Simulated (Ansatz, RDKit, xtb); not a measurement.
# C4H7FO: which of the isomers drawn lies lowest?, part 1 of 2

A sample of isomers of C4H7FO is drawn. Aim: find which of them has the lowest free energy at 298.15 K, then its properties. The sample is small against all isomers, and the most stable one of this formula need not be in it.

Plan: many cheap relaxations first (GFN2-xTB), then density-functional screening, relaxation at PBE-D3(BJ)/def2-SVP, vibrations (at GFN2-xTB) and a final energy. The numbers are computed, not measured.

**1. Drawing up candidates**

Isomers were taken from a list of plausible structures; this is a sample, not all of them. That gives 3 candidates.

```tsv
label	SMILES	spin
c259	O[C@@H]1CC[C@H]1F	singlet
c487	OC1(F)CCC1	singlet
c596	O[C@@H]1CC[C@@H]1F	singlet
```

Candidates are built by distance geometry, with a force field where one applies, in up to four conformers (letters a to d).

**2. Cheap relaxation of all starts**

All 6 starts are relaxed the same way. One of them, c259a (taken from a list of positional isomers, embedded by distance geometry and MMFF94), in full:

File start.xyz:

```xyz
13
c259a
C     -1.266455    -0.394481    -0.805168
C     -1.243981     1.107577    -0.410865
C     -0.663008     0.636361     0.925728
C     -0.130440    -0.647811     0.285170
F     -0.241583    -1.767247     0.974360
O     -0.952158    -0.708040    -2.157366
H     -0.907869    -1.700522    -2.232222
H     -2.170875    -0.902941    -0.521468
H     -0.521543     1.647684    -1.034414
H     -2.227615     1.556098    -0.371261
H     -1.430675     0.433176     1.670021
H      0.114487     1.290113     1.381924
H      0.856790    -0.501920    -0.159303
```

Started as:

```bash
$ xtb start.xyz --gfn 2 --opt
```

Output, shortened:

```text
* xtb version 6.7.1
[...]
          :  # basis functions                  31          :
[...]
          :  # electrons                        36          :
[...]
          :  Hamiltonian                  GFN2-xTB          :
[...]
          :  net charge                          0          :
          :  unpaired electrons                  0          :
[...]
   *** convergence criteria satisfied after 10 iterations ***
[...]
   *** GEOMETRY OPTIMIZATION CONVERGED AFTER 11 ITERATIONS ***
[...]
   *** convergence criteria satisfied after 3 iterations ***
[...]
         ::                     SUMMARY                     ::
         :::::::::::::::::::::::::::::::::::::::::::::::::::::
         :: total energy             -20.914698879158 Eh    ::
         :: gradient norm              0.000417981576 Eh/a0 ::
         :: HOMO-LUMO gap             11.339262135125 eV    ::
         ::.................................................::
         :: SCC energy               -21.099366362755 Eh    ::
         :: -> isotropic ES            0.037980613930 Eh    ::
         :: -> anisotropic ES          0.001124556396 Eh    ::
         :: -> anisotropic XC         -0.000718347007 Eh    ::
         :: -> dispersion             -0.006602349390 Eh    ::
         :: repulsion energy           0.184667483598 Eh    ::
         :: add. restraining           0.000000000000 Eh    ::
         :: total charge               0.000000000000 e     ::
         :::::::::::::::::::::::::::::::::::::::::::::::::::::
[...]
        18        2.0000           -0.4135183             -11.2524 (HOMO)
        19                          0.0031919               0.0869 (LUMO)
[...]
     #   Z          covCN         q      C6AA      α(0)
     1   6 C        3.909     0.111    18.708     6.148
     2   6 C        4.004    -0.074    21.841     6.639
     3   6 C        3.985    -0.075    21.852     6.641
     4   6 C        3.861     0.126    18.492     6.115
     5   9 F        0.783    -0.258    11.855     4.067
     6   8 O        1.656    -0.433    21.506     6.260
     7   1 H        0.805     0.297     0.730     1.342
     8   1 H        0.924     0.031     2.572     2.508
     9   1 H        0.925     0.065     2.139     2.287
    10   1 H        0.925     0.049     2.328     2.386
    11   1 H        0.925     0.062     2.180     2.309
    12   1 H        0.925     0.049     2.335     2.390
    13   1 H        0.924     0.050     2.315     2.379
[...]
     #   Z sym  total        # sym  WBO       # sym  WBO       # sym  WBO
 ---------------------------------------------------------------------------
     1   6 C    3.954 --     6 O    1.007     2 C    0.986     8 H    0.962
                             4 C    0.960
     2   6 C    3.988 --     3 C    1.002     1 C    0.986    10 H    0.981
                             9 H    0.977
     3   6 C    3.988 --     2 C    1.002     4 C    0.988    12 H    0.981
                            11 H    0.977
     4   6 C    3.893 --     3 C    0.988    13 H    0.964     1 C    0.960
                             5 F    0.928
     5   9 F    1.008 --     4 C    0.928
     6   8 O    1.978 --     1 C    1.007     7 H    0.895
     7   1 H    0.912 --     6 O    0.895
     8   1 H    0.999 --     1 C    0.962
     9   1 H    0.996 --     2 C    0.977
[...]
molecular dipole:
                 x           y           z       tot (Debye)
 q only:       -0.041       0.400      -0.137
   full:       -0.023       0.230      -0.099       0.640
molecular quadrupole (traceless):
[...]
          | TOTAL ENERGY              -20.914698879158 Eh   |
          | GRADIENT NORM               0.000417981576 Eh/α |
          | HOMO-LUMO GAP              11.339262135125 eV   |
           -------------------------------------------------
[...]
```

It took 0.1 s on 2 threads of Intel Xeon Platinum 8259CL at 2.50GHz (Skylake/Cascade Lake), shared host.

**3. Distinct minima at GFN2-xTB**

6 of the 6 relaxations converged; the search merged 1 into others by its test of bonds and energy. 5 distinct structures remain:

```tsv
label	start	SMILES after	spin	energy (kcal/mol)
c487a	drawn	OC1(F)CCC1	singlet	0.0
c487b	drawn	OC1(F)CCC1	singlet	4.6
c259a	drawn	O[C@@H]1CC[C@H]1F	singlet	7.6
c596b	drawn	O[C@@H]1CC[C@@H]1F	singlet	8.1
c259b	drawn	O[C@@H]1CC[C@H]1F	singlet	8.1
```

**4. Second filter: single points**

A choice of the minima (the low ones first, few conformers of a pattern, up to a cap) and the lowest that fell apart get a single point at r2SCAN-D4/def2-SVP on the tight-binding geometry, and one at HF/STO-3G for comparison. Some singlets are also tried as triplets at the same geometry (label ending in t). The first, c487a:

File input.yaml:

```yaml
crystal:
  periodic: [false, false, false]
  atoms:
    - symbol: C
      position_ang: [-1.537720, -0.353682, -0.519381]
    - symbol: C
      position_ang: [-0.099446, -0.289753, -1.042524]
    - symbol: C
      position_ang: [0.336742, 0.380198, 0.272860]
    - symbol: C
      position_ang: [-1.086956, 0.220726, 0.836854]
    - symbol: F
      position_ang: [-2.024923, -1.652851, -0.392322]
    - symbol: O
      position_ang: [-2.433321, 0.367833, -1.262212]
    - symbol: H
      position_ang: [-3.307143, 0.326206, -0.853592]
    - symbol: H
      position_ang: [-0.005638, 0.315410, -1.939693]
    - symbol: H
      position_ang: [0.324231, -1.275256, -1.215384]
    - symbol: H
      position_ang: [1.103707, -0.159161, 0.822568]
    - symbol: H
      position_ang: [0.643780, 1.415930, 0.153006]
    - symbol: H
      position_ang: [-1.174512, -0.499507, 1.646662]
    - symbol: H
      position_ang: [-1.589343, 1.145980, 1.110457]
basis:
  gaussian: {orbitals: def2-SVP}
output: {orbitals: {seedname: orbitals}}
hamiltonian: {xc: {name: r2SCAN}, dispersion: d4}
scf: {lower_state_search: "off"}
```

Started as:

```bash
$ ansatz run input.yaml --threads 2 --pin off --max-ram 5220MiB --events-out events.jsonl --progress --plain --runs-dir runs
```

Output, shortened:

```text
Warning: RAYON_NUM_THREADS=2 ignored (pool sized by the plan → 2); use --threads N
Functional definition: r2SCAN
  name "r2SCAN"
[...]
1329 factors; their error is unknown
[...]
mean field -9013.92365528 eV, -331.2555844747 hartree, gradient 8.6e-6 eV, S^2 0.000000; 0 other end points of the search recorded, 0 dependent functions left out
reference -9013.92366474 eV, -331.2555848224 hartree; 24, 24 occupied and 95, 95 virtual orbitals, 1329 factors
Total energy: -9013.98553881 eV, -331.2578586525 hartree
Checks for a lower state left out: stability, starts, cluster_reference, orbital_swaps, neighbouring_geometries, increment
```

It took 2 s on 2 threads of Intel Xeon Platinum 8259CL at 2.50GHz (Skylake/Cascade Lake), shared host; peak memory 0.16 GiB.

Relative energies in kcal/mol, each column from its lowest structure that stays in one piece:

```tsv
label	SMILES	spin	GFN2-xTB	HF/STO-3G	r2SCAN-D4/def2-SVP
c487a	OC1(F)CCC1	singlet	0.0	0.0	0.0
c487b	OC1(F)CCC1	singlet	4.6	1.8	4.2
c259a	O[C@@H]1CC[C@H]1F	singlet	7.6	7.1	10.5
c259b	O[C@@H]1CC[C@H]1F	singlet	8.1	7.2	11.1
c596b	O[C@@H]1CC[C@@H]1F	singlet	8.1	8.1	11.1
c259at	O[C@@H]1CC[C@H]1F	triplet	–	–	169.4
c487at	OC1(F)CCC1	triplet	–	–	178.7
```

**5. Relaxing the best candidates**

3 candidates are relaxed at PBE-D3(BJ)/def2-SVP (chosen among the lowest in one piece, one conformer a pattern). The first, c487a:

File input.yaml:

```yaml
crystal:
  periodic: [false, false, false]
  atoms:
    - {symbol: C, position_ang: [-1.537720, -0.353682, -0.519381]}
    - {symbol: C, position_ang: [-0.099446, -0.289753, -1.042524]}
    - {symbol: C, position_ang: [0.336742, 0.380198, 0.272860]}
    - {symbol: C, position_ang: [-1.086956, 0.220726, 0.836854]}
    - {symbol: F, position_ang: [-2.024923, -1.652851, -0.392322]}
    - {symbol: O, position_ang: [-2.433321, 0.367833, -1.262212]}
    - {symbol: H, position_ang: [-3.307143, 0.326206, -0.853592]}
    - {symbol: H, position_ang: [-0.005638, 0.315410, -1.939693]}
    - {symbol: H, position_ang: [0.324231, -1.275256, -1.215384]}
    - {symbol: H, position_ang: [1.103707, -0.159161, 0.822568]}
    - {symbol: H, position_ang: [0.643780, 1.415930, 0.153006]}
    - {symbol: H, position_ang: [-1.174512, -0.499507, 1.646662]}
    - {symbol: H, position_ang: [-1.589343, 1.145980, 1.110457]}
basis:
  gaussian: {orbitals: def2-SVP}
hamiltonian: {xc: {name: PBE}, dispersion: d3bj}
scf: {lower_state_search: off}
relax: {f_tol: 0.006}
```

Started as:

```bash
$ ansatz run input.yaml --threads 2 --pin off --max-ram 5220MiB --events-out events.jsonl --progress --plain --runs-dir runs
```

Output, shortened:

```text
Warning: RAYON_NUM_THREADS=2 ignored (pool sized by the plan → 2); use --threads N
[...]
Functional definition: PBE
  name "PBE"
[...]
1329 factors; their error is unknown
[...]
mean field -9008.32952873 eV, -331.0500041158 hartree, gradient 9.0e-6 eV, S^2 0.000000; 0 other end points of the search recorded, 0 dependent functions left out
[...]
reference -9008.32955861 eV, -331.0500052140 hartree; 24, 24 occupied and 95, 95 virtual orbitals, 1329 factors
relax step   1: F+E_penalty+E_count = -9008.58620687 eV  Δ(F+E_penalty+E_count) = +0.000e0 eV  max|allowed force component| = 8.151e-1 eV/Å  Δτ_max = 0.0000 Å  (18 SCF iters, accepted)
[...]
relax step   4: F+E_penalty+E_count = -9008.65882733 eV  Δ(F+E_penalty+E_count) = -9.512e-4 eV  max|allowed force component| = 4.440e-2 eV/Å  Δτ_max = 0.0220 Å  (20 SCF iters, accepted)
[...]
Atom 4 at    -2.202242    -1.609112    -0.539893 Å, force     0.000850     0.000505     0.000092 eV/Å
Atom 5 at    -2.284761     0.540649    -1.266464 Å, force    -0.000584     0.000666     0.000430 eV/Å
Atom 6 at    -3.113249     0.702757    -0.773926 Å, force     0.000190     0.000132    -0.000403 eV/Å
Atom 7 at     0.094634     0.008030    -2.027384 Å, force    -0.000385    -0.000577    -0.000548 eV/Å
Atom 8 at     0.328650    -1.418657    -0.932077 Å, force     0.000854    -0.000398    -0.000498 eV/Å
Atom 9 at     1.180110     0.224431     0.779129 Å, force     0.000293     0.000304     0.000134 eV/Å
Atom 10 at     0.301946     1.563020    -0.046618 Å, force     0.000151    -0.000500     0.000144 eV/Å
Atom 11 at    -0.997396    -0.766876     1.552887 Å, force     0.000173    -0.000065     0.000883 eV/Å
Atom 12 at    -1.696540     0.889930     1.344418 Å, force    -0.001007     0.000245     0.000280 eV/Å
Dipole moment:     0.044592     0.217205     0.259310 e Å
Checks for a lower state left out: stability, starts, cluster_reference, orbital_swaps, neighbouring_geometries, increment
```

It took 24 s on 2 threads of Intel Xeon Platinum 8259CL at 2.50GHz (Skylake/Cascade Lake), shared host; peak memory 0.17 GiB.

Energy change by step (eV): 0.0000, -0.0624, -0.0717, -0.0726, -0.0740, -0.0791, -0.0825, -0.0877, -0.0904, -0.0923, -0.0929, -0.0929, -0.0929.

After the run. Bond lengths: C1–C2 1.539 Å, C2–C3 1.554 Å, C1–C4 1.550 Å, C3–C4 1.554 Å, C1–F5 1.393 Å, C1–O6 1.384 Å, O6–H7 0.977 Å, C2–H8 1.107 Å, C2–H9 1.107 Å, C3–H10 1.107 Å, C3–H11 1.107 Å, C4–H12 1.107 Å, C4–H13 1.109 Å. Some angles: C1–C2–C3 88.0°, C2–C1–C4 90.1°, C2–C1–F5 115.9°, C2–C1–O6 110.6°, C4–C1–F5 114.1°, C4–C1–O6 115.4°, F5–C1–O6 109.7°, C2–C3–C4 89.3°, C1–C4–C3 87.6°, C1–C2–H8 115.7°.

**6. The relaxed candidates**

```tsv
label	spin	r2SCAN-D4/def2-SVP (kcal/mol)	PBE-D3(BJ)/def2-SVP, relaxed (kcal/mol)	time
c487a	singlet	0.0	0.0	24 s
c259a	singlet	10.5	9.3	21 s
c596b	singlet	11.1	9.9	21 s
```

c487a: Bond lengths: C1–C2 1.539 Å, C2–C3 1.554 Å, C1–C4 1.550 Å, C3–C4 1.554 Å, C1–F5 1.393 Å, C1–O6 1.384 Å, O6–H7 0.977 Å, C2–H8 1.107 Å, C2–H9 1.107 Å, C3–H10 1.107 Å, C3–H11 1.107 Å, C4–H12 1.107 Å, C4–H13 1.109 Å. Some angles: C1–C2–C3 88.0°, C2–C1–C4 90.1°, C2–C1–F5 115.9°, C2–C1–O6 110.6°, C4–C1–F5 114.1°, C4–C1–O6 115.4°, F5–C1–O6 109.7°, C2–C3–C4 89.3°, C1–C4–C3 87.6°, C1–C2–H8 115.7°.

c259a: Bond lengths: C1–C2 1.544 Å, C2–C3 1.552 Å, C1–C4 1.545 Å, C3–C4 1.539 Å, C4–F5 1.382 Å, C1–O6 1.402 Å, O6–H7 0.974 Å, C1–H8 1.118 Å, C2–H9 1.108 Å, C2–H10 1.106 Å, C3–H11 1.108 Å, C3–H12 1.106 Å, C4–H13 1.114 Å. Some angles: C1–C2–C3 88.4°, C2–C1–C4 87.3°, C2–C1–O6 115.7°, C4–C1–O6 120.6°, C2–C3–C4 87.2°, C1–C4–C3 88.8°, C1–C4–F5 118.0°, C3–C4–F5 118.2°, C1–C2–H9 109.4°, C1–C2–H10 117.9°.

c596b: Bond lengths: C1–C2 1.563 Å, C2–C3 1.553 Å, C1–C4 1.554 Å, C3–C4 1.537 Å, C4–F5 1.405 Å, C1–O6 1.394 Å, O6–H7 0.979 Å, C1–H8 1.111 Å, C2–H9 1.108 Å, C2–H10 1.107 Å, C3–H11 1.107 Å, C3–H12 1.108 Å, C4–H13 1.111 Å. Some angles: C1–C2–C3 87.8°, C2–C1–C4 88.0°, C2–C1–O6 121.1°, C4–C1–O6 117.0°, C2–C3–C4 89.0°, C1–C4–C3 88.7°, C1–C4–F5 107.3°, C3–C4–F5 110.5°, C1–C2–H9 110.2°, C1–C2–H10 118.0°.

(Continued in part 2 of 2.)
